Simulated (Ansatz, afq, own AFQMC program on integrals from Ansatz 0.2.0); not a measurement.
# Atomization energy of B2H2, singlet

```yaml
atoms:
  - { symbol: B, position_ang: [0.0000, 0.0000, 0.7529] }
  - { symbol: B, position_ang: [0.0000, 0.0000, -1.0096] }
  - { symbol: H, position_ang: [0.0000, 1.0240, 1.3765] }
  - { symbol: H, position_ang: [0.0000, -1.0240, 1.3765] }
```

Connectivity, by distances: BH2–B.

Atoms in their ground-state spins without spin–orbit coupling (mostly on UHF) minus the molecule (RHF), without zero-point energy. The geometry is a stationary point, not shown to be a minimum.

Basis 6-31G. Noble-gas cores (and the filled d shells of Ga–Kr and In–Xe) are frozen. AFQMC by an in-house program on the Cholesky factors that Ansatz 0.2.0 writes for its CCSD(T) run. ph-AFQMC/CISD is guided by a CISD state made of CCSD amplitudes; releasing the constraint for a short imaginary time cuts its bias at the price of noise, slowly where states lie close. Free projection: walkers drawn from exp(T), propagated without any constraint. Its projection time is finite, and what remains of the start isn't in its error. Uncertainties: one standard error, sampling alone. The errors of all members are added in quadrature.

Full CI on the same integrals is exact in this basis and with this determinant's frozen core.

Errors are counted within 6-31G, not against nature.

Cautions: B₂H₂ (singlet): another spin lies lower, restricted determinant unstable towards unrestricted (UHF 598 meV lower, ⟨S²⟩ 0.84), the ph-AFQMC/HF walk drifts between its halves (2.3 errors), CCSDTQ on the UHF determinant differs (489 meV lower), perhaps since the unrestricted series falls towards higher spin.

Reference (full CI): 868.0 kJ/mol.

```json
{"level": "HF", "atomization energy (kJ/mol)": "773.1", "error against FCI (kJ/mol)": "-94.9"}
{"level": "MP2", "atomization energy (kJ/mol)": "869.7", "error against FCI (kJ/mol)": "1.8"}
{"level": "CCSD", "atomization energy (kJ/mol)": "862.2", "error against FCI (kJ/mol)": "-5.8"}
{"level": "CCSD(T)", "atomization energy (kJ/mol)": "866.3", "error against FCI (kJ/mol)": "-1.7"}
{"level": "ph-AFQMC/HF", "atomization energy (kJ/mol)": "903.5 ± 3.6", "error against FCI (kJ/mol)": "35.6 ± 3.6"}
{"level": "free AFQMC", "atomization energy (kJ/mol)": "866.4 ± 0.7", "error against FCI (kJ/mol)": "-1.5 ± 0.7"}
```

Correlation beyond CCSD(T) adds 1.7 kJ/mol. The perturbative (T) step is worth +4.1 kJ/mol.

Free projections are given only where their last times agree within the noise and don't stop above the reference; a slow remainder of the start can still hide under it. A walk keeps the symmetry of its determinant, which the program's search chose and which needn't be the lowest solution, so a lower state of the same spin and another symmetry isn't excluded.
